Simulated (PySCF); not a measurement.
B: ionisation energy

B [He] 2s2 2p1 [2p1/2^1, M_J = 1/2] → B⁺ [He] 2s2, as a difference of total energies. Computed with PySCF 2.14 in x2c-TZVPall-2c (5s3p2d1f, 31 functions), with the two-component X2C-1e Hamiltonian. Correlated levels: 1s2 frozen. "Screened" scales the spin-orbit matrix elements by Boettger's factors to mimic the two-electron term; Breit and QED terms are absent.

```csv
method,ionisation energy (eV)
GHF (spin-free),8.071
GMP2 (spin-free),8.251
GHF (screened spin-orbit),8.072
GMP2 (screened spin-orbit),8.253
```

How much does correlation contribute at GMP2 (screened spin-orbit)?

8.253 − (8.072) = 0.181 eV, measured against GHF (screened spin-orbit).

Errors of the correlated levels include the incompleteness of this basis and the frozen core.

The determinant of B mixes levels of different J (the jj label is only the starting occupation), so the difference between spin-free and spin-orbit rows is not the physical spin-orbit shift.

For comparison: 8.298 eV (measured; NIST Atomic Spectra Database, ionization energies).
